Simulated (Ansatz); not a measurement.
System (SMILES): C#C (C2H2).
Atoms: C1, C2, H3, H4. Bonds: C1-C2, C1-H4, C2-H3.

How fast the optimised C1-C2 bond length converges with the basis for several methods (Ansatz, a first-principles code): deviation from each method's own reference, in Å. References: B3LYP 1.1955 Å, the value in def2-QZVPPD; HF 1.1792 Å, the value in def2-QZVPPD; MP2 1.2088 Å, the value in def2-QZVPPD; PBE 1.2065 Å, the value in def2-QZVPPD. All functions are spherical. In correlated methods cores are frozen. No added dispersion term, no relativity. The reference of a correlated method is not its basis-set limit, which lies further on.

```tsv
basis	functions	B3LYP	HF	MP2	PBE
def2-SV(P)	32	0.0136	0.0110	0.0144	0.0132
pcseg-1	38	0.0099	0.0068	0.0103	0.0089
def2-SVP	38	0.0136	0.0112	0.0150	0.0132
6-311+G**	56	0.0039	0.0042	0.0075	0.0036
aug-cc-pVDZ	64	0.0142	0.0129	0.0227	0.0133
6-311++G(2d,2p)	74	0.0007	0.0005	0.0027	0.0007
def2-TZVP	74	0.0014	0.0010	0.0028	0.0011
pcseg-2	88	0.0008	0.0001	0.0000	0.0007
def2-TZVPPD	108	0.0015	0.0010	0.0035	0.0016
def2-QZVPP	174	0.0000	0.0000	-0.0001	-0.0001
pcseg-3	186	-0.0001	-0.0002	-0.0020	-0.0001
def2-QZVPPD	192	0.0000	0.0000	0.0000	0.0000
```

Mean absolute deviation over 6-311+G**, 6-311++G(2d,2p), def2-TZVP, pcseg-2, def2-TZVPPD: HF 0.0014, PBE 0.0015, B3LYP 0.0017, MP2 0.0033 Å.
